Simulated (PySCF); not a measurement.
## BFCl + HF → BHCl + F₂

Level: PBE0 in the def2-TZVP basis family, all electrons, no relativity, computed in PySCF with density fitting; open shells unrestricted.

```json
{"species": "BFCl", "state and structure": "doublet, Cs, B–Cl 1.737 Å, B–F 1.300 Å; Cl–B–F 122.7°", "ZPE (kJ/mol)": "15.2", "H(298 K) − H(0) (kJ/mol)": "11.0", "S° (J/(mol K))": "264.3"}
{"species": "HF", "state and structure": "singlet, C∞v, H–F 0.920 Å", "ZPE (kJ/mol)": "24.9", "H(298 K) − H(0) (kJ/mol)": "8.7", "S° (J/(mol K))": "173.6"}
{"species": "BHCl", "state and structure": "doublet, Cs, B–Cl 1.710 Å, B–H 1.193 Å; Cl–B–H 123.6°", "ZPE (kJ/mol)": "26.3", "H(298 K) − H(0) (kJ/mol)": "10.2", "S° (J/(mol K))": "239.7"}
{"species": "F₂", "state and structure": "singlet, D∞h, F–F 1.376 Å", "ZPE (kJ/mol)": "6.6", "H(298 K) − H(0) (kJ/mol)": "8.7", "S° (J/(mol K))": "201.9"}
```

Question: Is the gas-phase reaction uphill or downhill in electronic energy at this level, and by how much?

Answer: At PBE0/def2-TZVP, ΔE = 667.4 kJ/mol, uphill. 

Question: Add zero-point, thermal and entropy terms for 298.15 K and 1 bar.

Answer: ΔZPE = -7.2 and Δ[H(298) − H(0)] = -0.8 kJ/mol give ΔH° = 659.4 kJ/mol. ΔS° = 3.7 J/(mol K), so ΔG° = 659.4 − 298.15 × (0.0037) = 658 kJ/mol.

Each species is the lowest minimum found with this bonding; other isomers or fragments can lie lower.
